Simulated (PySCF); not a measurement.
Do core-level shifts follow atomic charges?

C4H6FN.
Numbering: `[H]/[N:6]=[C:4](/[C:2](=[CH2:1])[F:3])[CH3:5]`

Geometry (PBE0-D3(BJ)/def2-SVP, Å), atoms numbered from 1 in this order:
```
atom  x, y, z in Å
C1     2.0994    0.3969    0.3402
C2     0.9151   -0.2047    0.4165
F3     0.7468   -1.2926    1.1817
C4    -0.3262    0.2159   -0.2878
C5    -1.5545   -0.5937    0.0150
N6    -0.2563    1.2125   -1.0765
H7     2.9565    0.0175    0.8974
H8     2.1897    1.2771   -0.2957
H9    -1.3918   -1.6547   -0.2289
H10   -2.4142   -0.2198   -0.5575
H11   -1.7926   -0.5544    1.0893
H12   -1.1717    1.3999   -1.4936
```

Binding energies: delta-SCF UKS SCAN, pcX-2 on the ionised atom, pcseg-1 elsewhere, spin-free X2C (PySCF). Charges: PBE0/pcSseg-1 ground-state density, for the ionised atom.

```
atom           environment  C 1s (eV)  Mulliken (e)  IAO (e)  Hirshfeld (e)  ESP (e)
  C1  terminal =CH2 carbon     290.35        -0.147   -0.335         -0.111   -0.496
  C5         methyl carbon     291.26        -0.201   -0.451         -0.122   -0.549
  C2    vinylic C–F carbon     293.05        +0.204   +0.264         +0.077   +0.145
```

Question: How well does each charge scheme correlate with the binding energies over these sites?

Answer: Hirshfeld: r = 0.93, slope 11.3 eV per e; ESP: r = 0.92, slope 3.3 eV per e; Mulliken: r = 0.90, slope 5.6 eV per e; IAO: r = 0.88, slope 3.2 eV per e. On 3 points no scheme stands out.

Question: The point-charge model writes a binding energy as kq + V + constant, with V the potential of the other atoms' charges at the site. What does it give with the Mulliken charges?

Answer: V = Σ 14.40 eV Å × q/r over all other atoms: +3.30 eV at C1, +3.39 eV at C5, -4.11 eV at C2. Fitting binding energy − V to q gives k = 25.0 eV per e and leaves an rms residual of 0.89 eV, against 0.50 eV for the fit on q alone. The model has no term for differences in relaxation between sites.

Spin contamination (⟨S²⟩ against 0.75 for a pure doublet) is marked for C 1s of C2 (0.87), which makes this value less certain. Isolated species at its PBE0-D3(BJ)/def2-SVP geometry (one conformer only).
